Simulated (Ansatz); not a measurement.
Geometry optimisation, RKS PBE0-D4/def2-SVP in Ansatz.

Input:

```yaml
crystal:
  periodic: [false, false, false]
  atoms:
    - { symbol: Al, position_ang: [0.0, 0.0, 0.0] }
    - { symbol: H, position_ang: [1.0441, 0.0, 1.4169] }
    - { symbol: "N", position_ang: [2.084, 0.0, 0.3891] }
    - { symbol: H, position_ang: [2.5506, -0.9179, 0.1373] }
    - { symbol: H, position_ang: [2.5353, 0.9179, 0.1109] }
    - { symbol: O, position_ang: [-1.5415, 0.0, -0.89] }
    - { symbol: H, position_ang: [-2.0512, -0.8467, -0.6815] }
basis:
  gaussian: { orbitals: def2-SVP }
hamiltonian:
  xc: pbe0
  dispersion: d4
relax:
  f_tol: 0.15
  max_steps: 25
  restrain:
    - { distance: [1, 2], at: 1.06, k: 30.0 }
    - { distance: [0, 1], at: 2.76, k: 30.0 }
    - { distance: [0, 2], at: 3.12, k: 30.0 }
```

Command:

```bash
$ ansatz run input.yaml --threads 1 --pin off --max-ram 2048MiB --backend cpu --events-out ev --progress --plain --runs-dir out
```

Task: Where does it end, and by what steps?

Result: The run converged. The restraints hold the end off the free minimum. After 18 steps the energy has fallen by 2.669 eV (the restraints' own energy left out); Al1 moved furthest, 1.30 Å. Parted: Al1–H2, Al1–N3. Joined: H2–N3.

```
step  energy less start (eV)  largest force component (eV/Å)  accepted
   0                  0.0000                           1.705       yes
   1                  0.2956                           2.909       yes
   2                  0.4340                           8.761       yes
   3                 -0.7752                           7.669       yes
   4                 -1.9855                           2.108       yes
   5                 -2.0947                           1.274       yes
   6                 -2.1118                           1.582       yes
   7                 -2.2762                           0.771       yes
   8                 -2.3647                           0.714       yes
   9                 -2.4561                           0.637       yes
  10                 -2.5169                           0.578       yes
  11                 -2.5474                           0.594       yes
  12                 -2.5628                           0.585       yes
  13                 -2.5662                           1.107       yes
  14                 -2.6114                           0.601       yes
  15                 -2.6378                           0.693       yes
  16                 -2.6513                           0.757       yes
  17                 -2.6571                           0.636       yes
  18                 -2.6688                           0.653       yes
```

```xyz
7
Properties=species:S:1:pos:R:3
Al -0.756 0.933 0.494
H 1.698 -0.003 1.356
N 2.131 -0.243 0.446
H 1.411 -0.710 -0.102
H 2.340 0.637 -0.020
O -0.950 -0.386 -0.553
H -1.253 -1.075 -1.139
```

Whether the end is a true minimum wasn't checked by a vibrational analysis.

Time of the run: 13 s on 1 thread of AMD EPYC 9R45 96-Core Processor (Zen 5) (shared host), peak memory 0.15 GiB.
